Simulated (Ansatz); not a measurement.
A made-up structure of Si2NH5, closed shell:

Si1  (-1.065, 1.134, -0.806)
N2  (-0.557, -0.044, 0.105)
Si3  (0.780, -0.928, 0.671)
H4  (-2.503, 1.469, -0.903)
H5  (-0.226, 2.027, -1.650)
H6  (-1.456, 0.901, 0.539)
H7  (2.091, -0.469, 0.119)
H8  (0.622, -2.364, 0.310)
(Å)

It is relaxed with PBE-D4/def2-SVP and then PBE0-D4/def2-TZVP (Ansatz 0.2.0). Atoms count as bonded within 1.22 times the sum of their covalent radii (H–H: 0.88 Å). The end point is not checked to be a true minimum.

(1) Does its bonding change? (Judge from chemistry; the calculation decides.)

Results:

(1) The calculation gives: No: no bond forms or breaks.

Where it ends: The first stage lowers the energy by 4.01 eV in 16 steps. It ends as Si₂NH₅ ([SiH2][N][SiH3]):
Si1  (-1.195, 1.235, -0.445)
N2  (-0.522, -0.250, 0.037)
Si3  (0.781, -1.126, 0.142)
H4  (-2.252, 0.999, -1.466)
H5  (-0.206, 2.188, -1.034)
H6  (-1.820, 1.907, 0.727)
H7  (2.149, -0.733, -0.290)
H8  (0.750, -2.491, 0.713)
(Å)

Labels in which every atom is bracketed show which atoms are joined, not bond orders.

For scale, one of the runs: PBE0-D4/def2-TZVP relaxation, 135 basis functions, launched by `ansatz run in.yaml --threads 2 --pin off --events-out ev --progress --plain --max-ram 4352MiB`. Hardware: 2 CPU threads of an Arm Neoverse V2, shared host. Wall time about 17 s.
